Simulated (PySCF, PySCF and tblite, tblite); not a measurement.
# CF3CH2NH2 (C2H4F3N): conformers and averaged spectra

Aim: find the conformers of CF3CH2NH2 (C2H4F3N) (`NCC(F)(F)F`), weigh them, and average their properties.

Computed with tblite 0.8.0 (tight binding) and PySCF 2.14.0 (DFT, with response routines of our own); each step states its level. Atoms count from 0 throughout.

## Step 1: The molecule as given

10 atoms, charge 0, multiplicity 1; geometry from: MMFF94s geometry.

Bonds of the start (Å): C1–C2 1.56, C1–H8 1.09, C1–H9 1.10, C2–F3 1.34, C2–F4 1.35, C2–F5 1.35, N0–C1 1.47, N0–H6 1.02, N0–H7 1.03.

## Step 2: GFN2-xTB relaxation, conformer 1

The job: settings as JSON, then the geometry in Å.

```
{"job": {"xc": "GFN2-xTB", "basis": "xTB", "kind": "relax"}, "charge": 0, "multiplicity": 1}
N     -1.449400     0.406200    -0.282200
C     -0.187300    -0.276600    -0.603800
C      0.972800    -0.131100     0.427200
F      2.063700    -0.791900     0.017400
F      1.300100     1.171200     0.584800
F      0.594300    -0.604600     1.633200
H     -1.787700     0.089400     0.627500
H     -1.261000     1.410500    -0.150600
H      0.168900     0.080200    -1.565900
H     -0.405500    -1.348700    -0.710200
```

Started as:

```bash
$ OMP_NUM_THREADS=1 python ens_run.py task.json out
```

The driver reads the study from task.json and runs its stages one after another.

Output:

```text
step      E/eV     max force
  0    -637.73397    1.303
  1    -637.77859    0.693
  2    -637.79949    0.227
  3    -637.80214    0.179
  4    -637.80390    0.082
  5    -637.80444    0.067
  6    -637.80480    0.038
  7    -637.80480    0.038
  8    -637.80489    0.029
  9    -637.80503    0.024
 10    -637.80508    0.024
 11    -637.80516    0.025
 12    -637.80522    0.025
 13    -637.80531    0.030
 14    -637.80538    0.024
 15    -637.80544    0.026
 16    -637.80549    0.024
 17    -637.80555    0.029
 18    -637.80560    0.024
 19    -637.80562    0.009
 20    -637.80562    0.005
 21    -637.80563    0.004
```

Run time: 0.07 s. Hardware: 1 thread of Arm Neoverse V2, shared host.

Gain 0.072 eV; displacement 0.03 Å root mean square.

GFN2-xTB relaxation, conformer 2:

The job: settings as JSON, then the geometry in Å.

```
{"job": {"xc": "GFN2-xTB", "basis": "xTB", "kind": "relax"}, "charge": 0, "multiplicity": 1}
N      1.240900     0.499800    -0.665500
C      0.346300    -0.399300     0.096000
C     -1.148100    -0.086100     0.116200
F     -1.702100    -0.162500    -1.127600
F     -1.822200    -0.945300     0.925800
F     -1.384800     1.166600     0.580000
H      2.207400     0.289800    -0.460800
H      1.080400     1.469700    -0.355500
H      0.705700    -0.407900     1.145500
H      0.485400    -1.420100    -0.276700
```

Output:

```text
step      E/eV     max force
  0    -637.52905    1.401
  1    -637.59821    0.643
  2    -637.63247    0.636
  3    -637.65385    0.377
  4    -637.66360    0.306
  5    -637.67428    0.323
  6    -637.68267    0.244
  7    -637.68733    0.161
  8    -637.69005    0.183
  9    -637.69225    0.187
 10    -637.69458    0.158
 11    -637.69728    0.201
 12    -637.70022    0.189
 13    -637.70282    0.152
 14    -637.70460    0.109
 15    -637.70571    0.097
 16    -637.70646    0.072
 17    -637.70702    0.073
 18    -637.70741    0.053
 19    -637.70766    0.043
 20    -637.70781    0.028
 21    -637.70781    0.028
 22    -637.70786    0.022
 23    -637.70792    0.017
 24    -637.70794    0.017
 25    -637.70800    0.018
 26    -637.70803    0.018
 27    -637.70808    0.020
 28    -637.70814    0.031
 29    -637.70823    0.036
 30    -637.70832    0.030
 31    -637.70840    0.023
 32    -637.70847    0.027
 33    -637.70855    0.030
 34    -637.70862    0.025
 35    -637.70867    0.020
 36    -637.70870    0.019
 37    -637.70872    0.015
 38    -637.70874    0.015
 39    -637.70875    0.010
 40    -637.70876    0.008
 41    -637.70877    0.007
 42    -637.70877    0.007
 43    -637.70878    0.006
 44    -637.70878    0.005
 45    -637.70878    0.005
 46    -637.70879    0.006
 47    -637.70879    0.006
 48    -637.70879    0.005
 49    -637.70880    0.004
```

Wall time 0.11 s (1 thread of Arm Neoverse V2, shared host).

Relaxing gained 0.180 eV and moved the atoms by 0.10 Å on average (rms).

## Step 3: DFT optimisation, conformer 1: PBE0-D3(BJ)/def2-SVP

The job: settings as JSON, then the geometry in Å.

```
{"job": {"kind": "geom", "xc": "PBE0", "basis": "def2-SVP", "d3": "d3bj", "grid": 1, "maxiter": 40}, "charge": 0, "multiplicity": 1}
N     -1.404533     0.411905    -0.248915
C     -0.198037    -0.284057    -0.610852
C      0.939112    -0.128477     0.407125
F      2.049785    -0.781281     0.039000
F      1.281117     1.158958     0.581060
F      0.594436    -0.594567     1.618899
H     -1.775034     0.071265     0.631528
H     -1.240094     1.409048    -0.164347
H      0.168627     0.094937    -1.568727
H     -0.406498    -1.353077    -0.707298
```

Output:

```text
step   0  E = -432.15498646  max force = 0.015897
step   1  E = -432.15327076  max force = 0.011799
step   2  E = -432.15502818  max force = 0.009398
step   3  E = -432.15574307  max force = 0.003953
step   4  E = -432.15581624  max force = 0.000810
step   5  E = -432.15582520  max force = 0.000286
optimisation converged
```

Wall time 17 s (1 thread of Arm Neoverse V2, shared host); peak memory 0.44 GiB.

The energy fell by 0.023 eV, and the atoms moved 0.02 Å (root mean square).

## Step 4: DFT optimisation, conformer 2: PBE0-D3(BJ)/def2-SVP

The job: settings as JSON, then the geometry in Å.

```
{"job": {"kind": "geom", "xc": "PBE0", "basis": "def2-SVP", "d3": "d3bj", "grid": 1, "maxiter": 40}, "charge": 0, "multiplicity": 1}
N      1.137049     0.513687    -0.638507
C      0.391274    -0.423295     0.170391
C     -1.090090    -0.075024     0.101511
F     -1.589611    -0.138924    -1.133475
F     -1.821800    -0.908748     0.859846
F     -1.333696     1.164064     0.557088
H      2.122343     0.283211    -0.641422
H      1.025626     1.462080    -0.297210
H      0.657618    -0.443696     1.242082
H      0.510170    -1.428701    -0.242833
```

Output:

```text
step   0  E = -432.15112230  max force = 0.015009
step   1  E = -432.14804011  max force = 0.016678
step   2  E = -432.15058392  max force = 0.012512
step   3  E = -432.15181639  max force = 0.003330
step   4  E = -432.15193873  max force = 0.001163
step   5  E = -432.15196402  max force = 0.000611
step   6  E = -432.15197874  max force = 0.000618
step   7  E = -432.15198835  max force = 0.000704
step   8  E = -432.15199238  max force = 0.000546
step   9  E = -432.15199363  max force = 0.000216
optimisation converged
```

Run time: 27 s. Hardware: 1 thread of Arm Neoverse V2, shared host; peak memory 0.44 GiB.

Gain 0.024 eV; displacement 0.07 Å root mean square.

## Step 5: Shieldings, conformer 1: PBE0/pcSseg-1 in dimethylsulfoxide

The job: settings as JSON, then the geometry in Å.

```
{"job": {"xc": "PBE0", "basis": "pcSseg-1", "solvent": "dimethylsulfoxide", "kind": "nmr", "pop": true}, "charge": 0, "multiplicity": 1}
N     -1.054058    -0.195826    -1.029020
C      0.260386    -0.407079    -0.490028
C      0.522631     0.291461     0.826525
F      1.755150     0.049867     1.278004
F      0.384040     1.618940     0.707787
F     -0.342598    -0.109196     1.767768
H     -1.763768    -0.519836    -0.375183
H     -1.222430     0.796706    -1.179904
H      1.028463    -0.058013    -1.198159
H      0.441855    -1.480969    -0.325640
```

Output:

```text
coarse grid: 8976 points
cycle   1  E = -432.2729487803  dE =  8.634e-01  |g| = 8.662e-01  |ddm| = 2.620e+00
cycle   2  E = -432.1619613186  dE =  1.110e-01  |g| = 1.239e+00  |ddm| = 9.816e-01
cycle   3  E = -432.3985559307  dE = -2.366e-01  |g| = 4.468e-02  |ddm| = 5.793e-01
cycle   4  E = -432.3988135022  dE = -2.576e-04  |g| = 2.670e-02  |ddm| = 4.608e-02
cycle   5  E = -432.3989619618  dE = -1.485e-04  |g| = 4.254e-03  |ddm| = 2.000e-02
cycle   6  E = -432.3989654392  dE = -3.477e-06  |g| = 1.220e-03  |ddm| = 3.370e-03
final grid: 89712 points
cycle   7  E = -432.4503027071  dE = -3.814e-05  |g| = 8.258e-03  |ddm| = 1.898e-02
cycle   8  E = -432.4502949082  dE =  7.799e-06  |g| = 1.075e-02  |ddm| = 1.206e-02
cycle   9  E = -432.4503164767  dE = -2.157e-05  |g| = 5.601e-04  |ddm| = 6.423e-03
cycle  10  E = -432.4503165241  dE = -4.742e-08  |g| = 1.844e-04  |ddm| = 4.491e-04
cycle  11  E = -432.4503165290  dE = -4.941e-09  |g| = 4.821e-05  |ddm| = 1.082e-04
cycle  12  E = -432.4503165295  dE = -4.147e-10  |g| = 1.404e-05  |ddm| = 3.532e-05
converged SCF energy = -432.4503165295

GIAO shielding tensors (ppm)
atom      isotropic    diamagn.    paramagn.     s11        s22        s33       span
  0 N      250.310     316.810     -66.500    216.153    265.031    269.745     53.592
  1 C      137.852     246.105    -108.252    115.480    139.414    158.663     43.183
  2 C       52.767     243.000    -190.233     48.253     51.729     58.318     10.065
  3 F      271.463     472.346    -200.883    186.162    281.481    346.745    160.583
  4 F      273.838     474.745    -200.907    184.535    282.144    354.835    170.300
  5 F      273.912     474.763    -200.851    184.519    282.557    354.659    170.139
  6 H       30.304      31.082      -0.778     23.208     27.643     40.062     16.855
  7 H       30.311      31.078      -0.768     23.215     27.647     40.071     16.856
  8 H       28.162      28.333      -0.171     23.350     28.065     33.071      9.721
  9 H       28.166      28.341      -0.176     23.343     28.078     33.077      9.734
```

Wall time 6.7 s (1 thread of Arm Neoverse V2, shared host); peak memory 0.63 GiB.

In short: HOMO -7.46 eV, LUMO 1.86 eV; dipole 0.97 D.

## Step 6: Single-point energy, conformer 1: CAM-B3LYP/def2-TZVP in dimethylsulfoxide

The job, as its differences from that of step 5:

```diff
@@ -1,2 +1,2 @@
-{"job": {"xc": "PBE0", "basis": "pcSseg-1", "solvent": "dimethylsulfoxide", "kind": "nmr", "pop": true}, "charge": 0, "multiplicity": 1}
+{"job": {"xc": "CAM-B3LYP", "basis": "def2-TZVP", "solvent": "dimethylsulfoxide", "kind": "sp"}, "charge": 0, "multiplicity": 1}
 N     -1.054058    -0.195826    -1.029020
```

Output:

```text
coarse grid: 8976 points
cycle   1  E = -432.8244546805  dE =  9.524e-01  |g| = 9.711e-01  |ddm| = 2.378e+00
cycle   2  E = -432.7594160359  dE =  6.504e-02  |g| = 1.245e+00  |ddm| = 9.220e-01
cycle   3  E = -432.9812507878  dE = -2.218e-01  |g| = 4.586e-02  |ddm| = 4.806e-01
cycle   4  E = -432.9815557809  dE = -3.050e-04  |g| = 2.429e-02  |ddm| = 4.385e-02
cycle   5  E = -432.9816576368  dE = -1.019e-04  |g| = 5.781e-03  |ddm| = 1.899e-02
cycle   6  E = -432.9816646797  dE = -7.043e-06  |g| = 1.879e-03  |ddm| = 5.630e-03
final grid: 89712 points
cycle   7  E = -432.9824032365  dE = -5.854e-05  |g| = 6.077e-03  |ddm| = 3.579e-02
cycle   8  E = -432.9824018633  dE =  1.373e-06  |g| = 6.775e-03  |ddm| = 6.982e-03
cycle   9  E = -432.9824095720  dE = -7.709e-06  |g| = 3.213e-04  |ddm| = 3.572e-03
cycle  10  E = -432.9824095827  dE = -1.065e-08  |g| = 2.016e-04  |ddm| = 3.837e-04
cycle  11  E = -432.9824095893  dE = -6.609e-09  |g| = 3.086e-05  |ddm| = 1.294e-04
cycle  12  E = -432.9824095895  dE = -1.780e-10  |g| = 1.254e-05  |ddm| = 3.900e-05
converged SCF energy = -432.9824095895
```

Run time: 8.1 s. Hardware: 1 thread of Arm Neoverse V2, shared host; peak memory 0.81 GiB.

In short: HOMO -9.01 eV, LUMO 2.24 eV; dipole 1.08 D.

## Step 7: Shieldings, conformer 2: PBE0/pcSseg-1 in dimethylsulfoxide

The job: settings as JSON, then the geometry in Å.

```
{"job": {"xc": "PBE0", "basis": "pcSseg-1", "solvent": "dimethylsulfoxide", "kind": "nmr", "pop": false}, "charge": 0, "multiplicity": 1}
N      1.283347    -0.248307     0.495470
C     -0.136483    -0.423375     0.350864
C     -0.664266     0.429135    -0.779996
F     -0.154568     0.090064    -1.960194
F     -1.994863     0.319514    -0.864892
F     -0.380066     1.723582    -0.574244
H      1.671754    -0.934361     1.135129
H      1.497230     0.673604     0.868476
H     -0.758248    -0.174854     1.235815
H     -0.360486    -1.467187     0.083908
```

Output:

```text
coarse grid: 8976 points
cycle   1  E = -432.2726073595  dE =  8.719e-01  |g| = 8.616e-01  |ddm| = 2.640e+00
cycle   2  E = -432.1708342688  dE =  1.018e-01  |g| = 1.216e+00  |ddm| = 9.503e-01
cycle   3  E = -432.3965252448  dE = -2.257e-01  |g| = 4.725e-02  |ddm| = 5.573e-01
cycle   4  E = -432.3968036154  dE = -2.784e-04  |g| = 2.794e-02  |ddm| = 4.716e-02
cycle   5  E = -432.3969597983  dE = -1.562e-04  |g| = 4.769e-03  |ddm| = 2.053e-02
cycle   6  E = -432.3969640194  dE = -4.221e-06  |g| = 1.434e-03  |ddm| = 3.705e-03
final grid: 89712 points
cycle   7  E = -432.4478002195  dE = -3.746e-05  |g| = 7.705e-03  |ddm| = 1.792e-02
cycle   8  E = -432.4477931469  dE =  7.073e-06  |g| = 1.016e-02  |ddm| = 1.084e-02
cycle   9  E = -432.4478120697  dE = -1.892e-05  |g| = 5.388e-04  |ddm| = 5.804e-03
cycle  10  E = -432.4478121126  dE = -4.291e-08  |g| = 1.930e-04  |ddm| = 4.395e-04
cycle  11  E = -432.4478121179  dE = -5.306e-09  |g| = 5.350e-05  |ddm| = 1.183e-04
cycle  12  E = -432.4478121184  dE = -4.931e-10  |g| = 1.318e-05  |ddm| = 3.579e-05
converged SCF energy = -432.4478121184

GIAO shielding tensors (ppm)
atom      isotropic    diamagn.    paramagn.     s11        s22        s33       span
  0 N      249.119     314.962     -65.843    209.197    258.290    279.868     70.671
  1 C      136.923     246.069    -109.146    118.801    136.800    155.168     36.367
  2 C       52.818     241.521    -188.702     47.910     52.580     57.965     10.056
  3 F      271.767     473.085    -201.319    187.606    277.922    349.772    162.167
  4 F      265.414     472.257    -206.843    180.145    268.306    347.791    167.646
  5 F      272.401     474.360    -201.959    180.956    284.362    351.884    170.928
  6 H       30.283      29.342       0.941     22.566     26.404     41.879     19.313
  7 H       30.583      30.583      -0.000     22.714     28.872     40.164     17.451
  8 H       27.792      28.869      -1.076     22.708     27.706     32.962     10.254
  9 H       28.093      28.441      -0.348     24.197     27.672     32.411      8.214
```

It took 5.8 s on 1 thread of Arm Neoverse V2, shared host; peak memory 0.64 GiB.

Key values: HOMO -7.30 eV, LUMO 1.71 eV; dipole 3.69 D.

(Part 1 of 2 ends here.)
